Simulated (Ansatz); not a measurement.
CaB6-type LaB₆, treated with PBEsol (PAW; Ansatz, an electronic-structure program).

Run with plane-wave cutoff 520 eV, 14×14×14 k mesh, Fermi–Dirac smearing 0.05 eV, scalar-relativistic PAW data made under PBE.

A third-order Birch–Murnaghan fit to the energies gives V0 = 10.062 Å³/atom, B0 = 180 GPa, B′ = 3.7.

| V (Å³/atom) | P (GPa) |
|---|---|
| 9.658 | 7.95 |
| 9.860 | ? |
| 10.061 | 0.01 |
| 10.262 | ? |
| 10.463 | ? |

### Question
Estimate the withheld pressures from this fit; the answers are the runs' own values.

### Answer

- 9.860, P (GPa): 3.79
- 10.262, P (GPa): -3.43
- 10.463, P (GPa): -6.56

The formula P = (3/2) B0 (x^(7/3) − x^(5/3)) [1 + (3/4)(B′ − 4)(x^(2/3) − 1)] with x = V0/V meets the computed pressures within 0.02 GPa when these rounded values are put in.

Shape and atoms are relaxed at each volume.

Measured, for comparison: bulk modulus 164 ± 2 GPa (room temperature, not corrected to a static lattice, isothermal; as tabulated in LaB6 under pressure, Phys. Rev. B 80, 172104 (doi 10.1103/PhysRevB.80.172104)); equilibrium volume per atom 10.26 Å³/atom (296 K, not corrected to a static lattice; as tabulated in Tsubota and Kitagawa (2017), doi:10.1038/s41598-017-15766-y). Computed (rounded) less measured: bulk modulus +10 %, equilibrium volume per atom -1.9 %. A static lattice is as a rule a little smaller and stiffer than an uncorrected measurement, which narrows the difference in the bulk modulus, equilibrium volume per atom and would widen misses of the other sign.

Note: the bulk modulus comes from volumes at which shape and atoms were relaxed.

Spin–orbit coupling is not included.

Computed values are for the static lattice.
